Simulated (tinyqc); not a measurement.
Ways to converge the cycle: SCF convergence aids in the sto-6g basis, for H3O+, spin multiplicity 1. Computed by the program tinyqc with PySCF. Command: `OMP_NUM_THREADS=1 python tinyqc.py 115464 115465 out.jsonl`; one thread of a shared host (Intel(R) Xeon(R) Processor @ 2.60GHz), about 2 s.

Geometry (angstrom):

| atom | x | y | z |
|---|---|---|---|
| O | 0.0000 | 0.0000 | 0.2500 |
| H | 1.1820 | 0.0000 | 0.0000 |
| H | -0.5910 | 1.0240 | 0.0000 |
| H | -0.5910 | -1.0240 | 0.0000 |

lowest restricted solution found by these runs and by PySCF = -75.933668 hartree

RHF with one setting changed at a time; a run stops when the energy changes by less than 1e-09 hartree and the error matrix is below 1e-5. The start is the core Hamiltonian. Damping d keeps d of the old density; a shift (hartree) raises the virtual levels; DIIS n extrapolates F over n matrices.

Largest element of the error matrix X^T (FDS - SDF) X:

| iteration | plain | damping 0.3 | damping 0.6 | shift 0.4 | DIIS 3 | DIIS 8 |
|---|---|---|---|---|---|---|
| 1 | 5.5e-01 | 5.5e-01 | 5.5e-01 | 5.5e-01 | 5.5e-01 | 5.5e-01 |
| 2 | 4.8e-01 | 8.6e-02 | 3.1e-01 | 2.1e-01 | 4.8e-01 | 4.8e-01 |
| 3 | 2.1e-01 | 6.3e-02 | 1.8e-01 | 8.8e-03 | 4.6e-02 | 4.6e-02 |
| 4 | 7.1e-02 | 3.2e-02 | 1.1e-01 | 2.8e-03 | 1.5e-02 | 1.5e-02 |
| 5 | 3.3e-02 | 2.2e-02 | 6.4e-02 | 1.2e-03 | 4.6e-03 | 5.6e-03 |
| 6 | 9.7e-03 | 1.5e-02 | 4.2e-02 | 5.2e-04 | 1.2e-03 | 5.0e-04 |
| 8 | 2.1e-03 | 6.5e-03 | 2.0e-02 | 2.1e-04 | 6.3e-05 | 8.7e-07 |
| 10 | 5.1e-04 | 2.9e-03 | 1.1e-02 | 9.3e-05 | 5.1e-06 | - |
| 14 | 3.3e-05 | 5.6e-04 | 4.9e-03 | 2.0e-05 | - | - |
| 20 | - | 4.6e-05 | 1.4e-03 | - | - | - |
| 30 | - | - | 1.6e-04 | - | - | - |

How each run ends:

| run | iterations | E (hartree) | state |
|---|---|---|---|
| plain | 17 | -75.93367 | lowest found |
| damping 0.3 | 24 | -75.93367 | lowest found |
| damping 0.6 | 44 | -75.93367 | lowest found |
| shift 0.4 | 16 | -75.93367 | lowest found |
| DIIS 3 | 11 | -75.93367 | lowest found |
| DIIS 8 | 8 | -75.93367 | lowest found |

6 of 6 runs reach the lowest restricted solution found, in 8 to 44 iterations (fastest: DIIS 8). Plain steps already contract here, so damping only slows them. DIIS 3 and DIIS 8 gain by cancelling the error over several earlier matrices, much as a quasi-Newton step does.
